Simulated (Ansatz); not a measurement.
Predict the output of the script below (Ansatz 0.2.0 through its Python package).

`composite.py`
```python
# -*- coding: utf-8 -*-
"""Relax C2H2 cheaply, then refine its energy."""

import itertools

import ansatz as az
from ase.data import atomic_numbers, covalent_radii
import numpy as np

BASIS_SET = "def2-SVP"
XC = "r2SCAN"
DISPERSION = "d4"

system = (
    az.Crystal.molecule()
    .atom("C", (0.15591, -0.54066, 0.19909))
    .atom("C", (-0.15653, 0.54051, -0.19908))
    .atom("H", (0.42781, -1.49133, 0.55162))
    .atom("H", (-0.42719, 1.49147, -0.55163))
)

model = (
    system.calculation()
    .basis(gaussian=BASIS_SET)
    .functional(XC, dispersion=DISPERSION)
)
symbols = [site.symbol for site in system.cartesian_sites]
start = np.array([site.position_ang for site in system.cartesian_sites], dtype=float)
r = model.relax(force_tolerance=0.01).run(threads=1, pin="off").report
end = np.array(r["positions_ang"])
# pairs closer than 1.2 times the sum of covalent radii, before or after
radius = [covalent_radii[atomic_numbers[s]] for s in symbols]
span = lambda where, i, j: np.linalg.norm(where[i] - where[j])
bonded = [(i, j) for i, j in itertools.combinations(range(len(symbols)), 2) if min(span(start, i, j), span(end, i, j)) < 1.2 * (radius[i] + radius[j])]
print("pair        before    after (A)")
for i, j in bonded:
    print(f"{symbols[i]}{i}-{symbols[j]}{j}".ljust(10), f"{span(start, i, j):8.4f} {span(end, i, j):8.4f}")
for first, second in list(itertools.combinations(bonded, 2)):
    shared = set(first) & set(second)
    if shared and symbols[(j := shared.pop())] != "H":
        i, k = sorted((set(first) | set(second)) - {j})
        u, v = end[i] - end[j], end[k] - end[j]
        angle = np.degrees(np.arccos(np.clip(u @ v / np.linalg.norm(u) / np.linalg.norm(v), -1, 1)))
        print(f"final angle {symbols[i]}{i}-{symbols[j]}{j}-{symbols[k]}{k}: {angle:.2f} deg")

minimum = az.Crystal.molecule()
for symbol, place in zip(symbols, end):
    minimum = minimum.atom(symbol, place.tolist())
at_minimum = minimum.calculation()
# MP2 extrapolated to the basis limit, plus the small-basis difference CCSD(T) - MP2
level = lambda method, basis: at_minimum.basis(gaussian=basis).correlation(method).run(threads=1, pin="off").report
small, large, cluster = level("mp2", "cc-pVDZ"), level("mp2", "cc-pVTZ"), level("ccsd_t", "cc-pVDZ")
corr = lambda each: (each["free_energy_ev"] - each["reference_energy_ev"]) / 27.211386246
mp2_limit = (27 * corr(large) - 8 * corr(small)) / 19
pieces = {"HF / cc-pVTZ": large["reference_energy_ev"] / 27.211386246, "MP2 correlation, DZ-TZ limit": mp2_limit, "CCSD(T) - MP2 / cc-pVDZ": corr(cluster) - corr(small)}
for name, value in pieces.items():
    print(f"{name:32s} {value:14.6f} Ha")
print(f"{'sum':32s} {sum(pieces.values()):14.6f} Ha")
print("T1 diagnostic", round(cluster["correlation"]["coupled_cluster"]["t1_diagnostic"], 4))
```

```console
$ python composite.py
pair        before    after (A)
C0-C1        1.1938   1.2116
C0-H2        1.0498   1.0748
C1-H3        1.0497   1.0748
final angle C1-C0-H2: 179.83 deg
final angle C0-C1-H3: 179.80 deg
HF / cc-pVTZ                         -76.847848 Ha
MP2 correlation, DZ-TZ limit          -0.333830 Ha
CCSD(T) - MP2 / cc-pVDZ               -0.028216 Ha
sum                                  -77.209894 Ha
T1 diagnostic 0.0126
```

Total energies depend on the basis set; only differences at equal settings carry meaning. The sum leaves out core correlation, relativity, the Hartree-Fock basis error and zero-point energy; a DZ-TZ extrapolation is rough. Inner cores stay frozen, so this is valence correlation. An extrapolation from small basis sets is rough. Timing: 6.7 s on 1 thread of Arm Neoverse N1, on a shared host, peak memory 0.18 GiB.
